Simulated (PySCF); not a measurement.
Atom-mapped SMILES (the numbers label the heavy atoms): `[N:1]#[C:2][C:3]#[P:4]`.

Geometry: PBE0-D3(BJ)/def2-SVP; GIAO absolute shieldings from PySCF 2.14.0 with density-fitted response routines, gas phase, non-relativistic, averaged over equivalent atoms.

At PBE0/pcSseg-1 (75 basis functions, 3 s wall time on 1 thread of an Arm Neoverse V1, shared host):
```json
{"atoms": "N1", "σ (ppm)": "-31.8"}
{"atoms": "C3", "σ (ppm)": "46.4"}
{"atoms": "C2", "σ (ppm)": "68.3"}
{"atoms": "P4", "σ (ppm)": "337.2"}
```

Problem. Estimate the result of repeating the calculation with KT2/pcSseg-2.

Solution. 
| atoms | σ at KT2/pcSseg-2 | change |
| --- | --- | --- |
| N1 | -6.7 | +25.1 |
| C3 | 55.7 | +9.3 |
| C2 | 76.1 | +7.8 |
| P4 | 401.6 | +64.4 |

The largest change is at P4 (phosphorus bonded to C). Cost: 151 basis functions, 7.8 s wall time on 1 thread of an Arm Neoverse V1, shared host.
